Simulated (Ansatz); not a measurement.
**AlH2+ (triplet): RPA-PBE over a scan of the distance Al1–H2, cc-pVQZ**

How well do these functionals follow the top wave-function level for AlH2+ (triplet) over a scan of the distance Al1–H2?

Method: cc-pVQZ, all electrons in the functionals, frozen cores in the correlation of double hybrids and RPA; program: Ansatz 0.2.0, Gaussian basis.

The runs, in order: RPA-PBE, at 1.382 Å; 1.570 Å; 1.722 Å; 1.887 Å; 2.118 Å; 2.373 Å; 2.798 Å; 3.231 Å; 3.875 Å; 4.586 Å; 5.942 Å.

4 further runs of the same task are left out: 4 for a known fault of the program. Runs told in other sessions of the task aren't counted.

## 1. What is computed

The geometry derives from a PBE0/def2-TZVP stationary point (not a proven minimum). One bond is set to the value named and the two fragments are kept rigid.

3 atoms, charge 1, spin multiplicity 3.

Atoms are counted from 1 here; the program's logs count them from 0.

Bond lengths: Al1–H2 1.722 Å, Al1–H3 1.722 Å. Angles: H2–Al1–H3 63.0°.

As a file:

```
Al    0.0000    0.0000   -0.1021
H     0.0000    0.8996    1.3665
H     0.0000   -0.8996    1.3665
```

No dispersion term is added.

The geometry shown and the zero of energy belong to the point 1.722 Å. The yardstick, FCI, and other wave-function levels (R restricted, U unrestricted, valence and pair active spaces) come from earlier runs.

## 2. RPA-PBE, 1.382 Å

File in.yaml:

```yaml
crystal:
  periodic: [false, false, false]
  atoms:
    - {symbol: Al, position_ang: [0.000000, 0.006177, -0.092011]}
    - {symbol: H, position_ang: [0.000000, 0.728051, 1.086471]}
    - {symbol: H, position_ang: [0.000000, -0.893402, 1.376580]}
basis:
  gaussian: {orbitals: cc-pVQZ}
total_charge: 1
magnetization: {spin_polarized: true, initial_magnetization: 2}
hamiltonian: {xc: {name: PBE}}
correlation: {method: rpa, electrons: outside_noble_gas}
```

On the command line:

```
ansatz run in.yaml --threads 2 --pin off --events-out ev --progress --plain --max-ram 24576MiB --backend cuda --devices 0, --max-vram 18GiB
```

Further steps of the session: RPA-PBE, 1.570 Å; RPA-PBE, 1.722 Å; RPA-PBE, 1.887 Å; RPA-PBE, 2.118 Å; RPA-PBE, 2.373 Å; RPA-PBE, 2.798 Å; RPA-PBE, 3.231 Å; RPA-PBE, 3.875 Å; RPA-PBE, 4.586 Å; RPA-PBE, 5.942 Å.

Before running them: what should the planned runs give, taken together? Wanted: span of the FCI curve; largest miss, RPA-PBE.

As calculated:

| quantity | value |
| --- | --- |
| span of the FCI curve | 59.0 kJ/mol |
| largest miss, RPA-PBE | -2.8 kJ/mol (5.942 Å) |

In words: RPA-PBE strays by up to 2.8 kJ/mol, at 5.942 Å. Functionals and the yardstick converge differently with the basis, so part of each miss in cc-pVQZ is the basis.
